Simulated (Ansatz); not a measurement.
hcp Cd: equilibrium volume per atom by level of theory

### Question
Put these levels in order of the equilibrium volume per atom that they give for hcp Cd, smallest first: HSE06 (Ansatz, a first-principles code), LDA (Ansatz), PBE (Ansatz), r²SCAN+rVV10 (Ansatz).

### Answer
LDA (20.06 Å³/atom), r²SCAN+rVV10 (21.33 Å³/atom), HSE06 (22.60 Å³/atom), PBE (22.89 Å³/atom)

HSE06: hybrids on metals are sensitive to the k mesh and can open a false gap. Cutoffs and k meshes differ between the levels. Ansatz's density-functional and Hartree–Fock values are scalar-relativistic unless marked +SOC, with PAW data made under PBE.
